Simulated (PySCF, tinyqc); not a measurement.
Worked calculation: coupled-perturbed Hartree-Fock on RHF in the sto-3g basis, for BH, spin multiplicity 1. The lowest restricted solution is unstable here: a spin-polarised one lies 0.0056 hartree lower (PySCF). Computed by tinyqc, a small Python program that keeps every step (integrals from PySCF). Settings: charge = 0, multiplicity = 1, basis = sto-3g, method = RHF, energy threshold = 1e-10, iteration cap = 73, orthogonalisation = symmetric, start = atomic densities, DIIS depth = 6. Command: `OMP_NUM_THREADS=1 python tinyqc.py 28103 28104 out.jsonl` (the two numbers bound the seeds that draw the settings). One thread of a shared host (Intel(R) Xeon(R) Processor @ 2.60GHz), about 0.2 s of CPU time with the checks. The early iterations of the SCF are left out here.

## One-electron integrals

Geometry (angstrom):
```
atom         x         y         z
B     0.000000  0.000000  0.000000
H     0.000000  0.000000  1.611000
```

Basis sto-3g: exponents (1/bohr^2) and contraction coefficients of normalised primitives:
```
element  l (shell)   exponent  coefficient
B            s (1)  48.791113     0.154329
B            s (1)   8.887362     0.535328
B            s (1)   2.405267     0.444635
B            s (2)   2.236956    -0.099967
B            s (2)   0.519821     0.399513
B            s (2)   0.169062     0.700115
B            p (3)   2.236956     0.155916
B            p (3)   0.519821     0.607684
B            p (3)   0.169062     0.391957
H            s (1)   3.425251     0.154329
H            s (1)   0.623914     0.535328
H            s (1)   0.168855     0.444635
```

Overlap, kinetic and nuclear-attraction integrals over the contracted functions; the nuclear repulsion is the sum of Za Zb / Rab.

nuclear repulsion = 1.64238737 hartree

overlap S, lower triangle:
```
           1B 1s     1B 2s    1B 2px    1B 2py    1B 2pz     2H 1s
1B 1s   1.000000
1B 2s   0.269328  1.000000
1B 2px  0.000000  0.000000  1.000000
1B 2py  0.000000  0.000000  0.000000  1.000000
1B 2pz  0.000000  0.000000  0.000000  0.000000  1.000000
2H 1s   0.025984  0.285109  0.000000  0.000000  0.333191  1.000000
```

kinetic energy T (hartree), lower triangle:
```
            1B 1s     1B 2s    1B 2px    1B 2py    1B 2pz     2H 1s
1B 1s   10.826302
1B 2s   -0.047967  0.359168
1B 2px   0.000000  0.000000  1.123881
1B 2py   0.000000  0.000000  0.000000  1.123881
1B 2pz   0.000000  0.000000  0.000000  0.000000  1.123881
2H 1s   -0.007484  0.016692  0.000000  0.000000  0.075747  0.760032
```

nuclear attraction V (hartree), lower triangle:
```
             1B 1s      1B 2s     1B 2px     1B 2py     1B 2pz      2H 1s
1B 1s   -23.475866
1B 2s    -3.227830  -4.098078
1B 2px    0.000000   0.000000  -4.046410
1B 2py    0.000000   0.000000   0.000000  -4.046410
1B 2pz   -0.010139  -0.099952   0.000000   0.000000  -4.110015
2H 1s    -0.313191  -0.931025   0.000000   0.000000  -1.020950  -2.864917
```

core Hamiltonian H = T + V (hartree), lower triangle:
```
             1B 1s      1B 2s     1B 2px     1B 2py     1B 2pz      2H 1s
1B 1s   -12.649563
1B 2s    -3.275798  -3.738910
1B 2px    0.000000   0.000000  -2.922530
1B 2py    0.000000   0.000000   0.000000  -2.922530
1B 2pz   -0.010139  -0.099952   0.000000   0.000000  -2.986135
2H 1s    -0.320676  -0.914333   0.000000   0.000000  -0.945203  -2.104885
```

## Two-electron integrals

Functions are numbered as in S; the eight-fold symmetry (ij|kl) = (ji|kl) = (kl|ij) leaves the list below.

Two-electron integrals (ij|kl) in chemists' order, unique and non-zero (hartree):
```
(11|11) 2.923513   (21|11) 0.518376   (21|21) 0.109262   (22|11) 0.744229
(22|21) 0.193177   (22|22) 0.544804   (31|31) 0.020264   (32|31) 0.029996
(32|32) 0.120346   (33|11) 0.742491   (33|21) 0.193240   (33|22) 0.544682
(33|33) 0.586773   (41|41) 0.020264   (42|41) 0.029996   (42|42) 0.120346
(43|43) 0.031630   (44|11) 0.742491   (44|21) 0.193240   (44|22) 0.544682
(44|33) 0.523513   (44|44) 0.586773   (51|51) 0.020264   (52|51) 0.029996
(52|52) 0.120346   (53|53) 0.031630   (54|54) 0.031630   (55|11) 0.742491
(55|21) 0.193240   (55|22) 0.544682   (55|33) 0.523513   (55|44) 0.523513
(55|55) 0.586773   (61|11) 0.049766   (61|21) 0.010455   (61|22) 0.018566
(61|33) 0.018489   (61|44) 0.018489   (61|51) 0.000726   (61|52) 0.001354
(61|55) 0.018730   (61|61) 0.001029   (62|11) 0.147253   (62|21) 0.038973
(62|22) 0.124744   (62|33) 0.120973   (62|44) 0.120973   (62|51) 0.004217
(62|52) 0.028115   (62|55) 0.132156   (62|61) 0.003976   (62|62) 0.043853
(63|31) 0.003474   (63|32) 0.017212   (63|53) 0.004939   (63|63) 0.004163
(64|41) 0.003474   (64|42) 0.017212   (64|54) 0.004939   (64|64) 0.004163
(65|11) 0.150416   (65|21) 0.040272   (65|22) 0.135800   (65|33) 0.128893
(65|44) 0.128893   (65|51) 0.007064   (65|52) 0.044229   (65|55) 0.149455
(65|61) 0.004255   (65|62) 0.055403   (65|65) 0.072727   (66|11) 0.327558
(66|21) 0.088145   (66|22) 0.320246   (66|33) 0.303334   (66|44) 0.303334
(66|51) 0.009859   (66|52) 0.090516   (66|55) 0.353582   (66|61) 0.009055
(66|62) 0.154889   (66|65) 0.210625   (66|66) 0.774606
```

## Orthogonalisation

S = U s U^T; symmetric (Loewdin) form X = U s^(-1/2) U^T, so that X^T S X = 1.

eigenvalues of S: 0.530430  0.802419  1.000000  1.000000  1.177127  1.490023

X, lower triangle:
```
            1B 1s      1B 2s    1B 2px    1B 2py     1B 2pz     2H 1s
1B 1s    1.029580
1B 2s   -0.146518   1.066955
1B 2px   0.000000   0.000000  1.000000
1B 2py   0.000000   0.000000  0.000000  1.000000
1B 2pz  -0.006036   0.043129  0.000000  0.000000   1.048675
2H 1s    0.020002  -0.167927  0.000000  0.000000  -0.190545  1.085109
```

## Iteration 8 (converged): orbitals

converged F (hartree), lower triangle:
```
            1B 1s      1B 2s    1B 2px    1B 2py     1B 2pz      2H 1s
1B 1s   -7.363862
1B 2s   -2.148338  -1.016848
1B 2px   0.000000   0.000000  0.256748
1B 2py   0.000000   0.000000  0.000000  0.256748
1B 2pz  -0.017686  -0.000520  0.000000  0.000000  -0.016527
2H 1s   -0.215705  -0.319627  0.000000  0.000000  -0.317633  -0.214624
```

Diagonalise F' = X^T F X, C = X C', fill 3 alpha and 3 beta electrons from the bottom; D = 2 C_occ C_occ^T. Each column has its largest component positive (the first on a tie).

F' = X^T F X (hartree), lower triangle:
```
           1          2         3         4          5          6
1  -7.186418
2  -1.113714  -0.541353
3   0.000000   0.000000  0.256748
4   0.000000   0.000000  0.000000  0.256748
5  -0.037085   0.088232  0.000000  0.000000   0.104864
6   0.013950  -0.225166  0.000000  0.000000  -0.344320  -0.031929
```

orbital energies (hartree): MO1 -7.368251, MO2 -0.487752, MO3 -0.244637, MO4 0.256748, MO5 0.256748, MO6 0.445805

coefficients C:
```
              MO1        MO2        MO3        MO4       MO5        MO6
1B 1s    0.992572  -0.246366  -0.162123   0.000000  0.000000  -0.098791
1B 2s    0.026847   0.796808   0.613907   0.000000  0.000000   0.421206
1B 2px   0.000000   0.000000   0.000000   0.997525  0.070313   0.000000
1B 2py   0.000000   0.000000   0.000000  -0.070313  0.997525   0.000000
1B 2pz   0.003674   0.128835  -0.575193   0.000000  0.000000   0.889080
2H 1s   -0.004418   0.416799  -0.544883   0.000000  0.000000  -0.878481
```

D after iteration 8, lower triangle:
```
            1B 1s      1B 2s    1B 2px    1B 2py    1B 2pz     2H 1s
1B 1s    2.144358
1B 2s   -0.538375   2.025013
1B 2px   0.000000   0.000000  0.000000
1B 2py   0.000000   0.000000  0.000000  0.000000
1B 2pz   0.130316  -0.500719  0.000000  0.000000  0.694917
2H 1s   -0.037465  -0.005034  0.000000  0.000000  0.734190  0.941278
```

Within a degenerate level the vectors are fixed only up to a rotation; this is one choice.

## Convergence

Stop when the energy changes by less than 1e-10 hartree and every element of the error matrix X^T (F D S - S D F) X is below 3e-06.

Course of the cycle:
```
iteration   E (hartree)     change  largest element of the error matrix
1          -24.56125075          -                             2.89e-01
2          -24.66418965  -1.03e-01                             1.98e-01
3          -24.69700542  -3.28e-02                             4.77e-02
4          -24.69969100  -2.69e-03                             4.21e-03
5          -24.69972444  -3.34e-05                             3.43e-04
6          -24.69972460  -1.63e-07                             1.24e-05
7          -24.69972460  -3.18e-10                             6.58e-08
8          -24.69972460  -1.42e-14                             1.35e-12
```

PySCF RHF in the same basis = -24.69972460 hartree

Converged in 8 iterations.

## Integrals over molecular orbitals

(pq|rs) = sum C_ip C_jq C_kr C_ls (ij|kl), one index at a time.

one-electron integrals over orbitals h = C^T H C (hartree), lower triangle:
```
            1          2          3          4          5          6
1  -12.636727
2    0.303769  -2.933586
3    0.188991  -0.244975  -2.671158
4    0.000000   0.000000   0.000000  -2.922530
5    0.000000   0.000000   0.000000   0.000000  -2.922530
6    0.117342  -0.430145   0.363355   0.000000   0.000000  -2.474616
```

Two-electron integrals over orbitals (pq|rs), unique and non-zero (hartree):
```
(11|11) 2.892512    (21|11) -0.268443   (21|21) 0.039797    (22|11) 0.618916
(22|21) -0.008788   (22|22) 0.487404    (31|11) -0.173289   (31|21) 0.023665
(31|22) -0.013670   (31|31) 0.024262    (32|11) 0.136057    (32|21) -0.008485
(32|22) -0.030180   (32|31) 0.005877    (32|32) 0.114335    (33|11) 0.601095
(33|21) -0.010331   (33|22) 0.437365    (33|31) 0.003155    (33|32) 0.026707
(33|33) 0.488199    (41|41) 0.021615    (42|41) 0.022729    (42|42) 0.078358
(43|41) 0.014641    (43|42) 0.043609    (43|43) 0.043813    (44|11) 0.742011
(44|21) -0.009951   (44|22) 0.466802    (44|31) -0.005985   (44|32) 0.073937
(44|33) 0.452720    (44|44) 0.586773    (51|51) 0.021615    (52|51) 0.022729
(52|52) 0.078358    (53|51) 0.014641    (53|52) 0.043609    (53|53) 0.043813
(54|54) 0.031630    (55|11) 0.742011    (55|21) -0.009951   (55|22) 0.466802
(55|31) -0.005985   (55|32) 0.073937    (55|33) 0.452720    (55|44) 0.523513
(55|55) 0.586773    (61|11) -0.106355   (61|21) 0.018461    (61|22) 0.005454
(61|31) -0.000746   (61|32) -0.015646   (61|33) -0.014721   (61|44) -0.003597
(61|55) -0.003597   (61|61) 0.022097    (62|11) 0.161487    (62|21) -0.002795
(62|22) 0.045741    (62|31) -0.012728   (62|32) 0.034641    (62|33) -0.011599
(62|44) 0.087488    (62|55) 0.087488    (62|61) 0.010937    (62|62) 0.101864
(63|11) -0.150621   (63|21) 0.003860    (63|22) 0.004228    (63|31) -0.004752
(63|32) -0.103088   (63|33) -0.036674   (63|44) -0.081393   (63|55) -0.081393
(63|61) 0.009681    (63|62) -0.061240   (63|63) 0.123343    (64|41) 0.008453
(64|42) 0.030362    (64|43) 0.000946    (64|64) 0.027418    (65|51) 0.008453
(65|52) 0.030362    (65|53) 0.000946    (65|65) 0.027418    (66|11) 0.621484
(66|21) -0.006576   (66|22) 0.499638    (66|31) -0.013849   (66|32) -0.060051
(66|33) 0.462741    (66|44) 0.448052    (66|55) 0.448052    (66|61) 0.008512
(66|62) 0.014999    (66|63) 0.033621    (66|66) 0.553443
```

## Response to a field: uncoupled start

dipole integrals <a|z|i> (bohr):
```
          i1         i2        i3
a4  0.000000   0.000000  0.000000
a5  0.000000   0.000000  0.000000
a6  0.097144  -0.463425  1.382428
```

Field along z; U_ai = -mu_ai / (e_a - e_i), alpha = -4 sum U_ai mu_ai.

uncoupled U:
```
           i1        i2         i3
a4   0.000000  0.000000   0.000000
a5   0.000000  0.000000   0.000000
a6  -0.012432  0.496408  -2.002234
```

uncoupled polarisability = 11.996802 bohr^3

## Coupled step 1

U_ai = -(mu_ai + sum_bj [4 (ai|bj) - (ab|ij) - (aj|bi)] U_bj) / (e_a - e_i); alpha = -4 sum U_ai mu_ai.

U after step 1:
```
           i1        i2         i3
a4   0.000000  0.000000   0.000000
a5   0.000000  0.000000   0.000000
a6  -0.004827  0.334874  -2.181406
```

polarisability = 12.685178 bohr^3

## Coupled step 2

As before.

U after step 2:
```
           i1        i2         i3
a4   0.000000  0.000000   0.000000
a5   0.000000  0.000000   0.000000
a6  -0.002489  0.277243  -2.234871
```

polarisability = 12.873083 bohr^3

## Coupled polarisability

Repeat until U stops changing; compare with -d2E/dF2.

Course of the coupled iterations:
```
step  alpha (bohr^3)
0          11.996802
1          12.685178
2          12.873083
3          12.934859
4          12.955327
5          12.962111
6          12.964360
7          12.965105
8          12.965352
9          12.965434
10         12.965461
11         12.965470
12         12.965473
13         12.965474
14         12.965474
15         12.965475
16         12.965475
17         12.965475
```

coupled polarisability = 12.965475 bohr^3

finite-field check, fields of +/-0.001 au = 12.965469 bohr^3
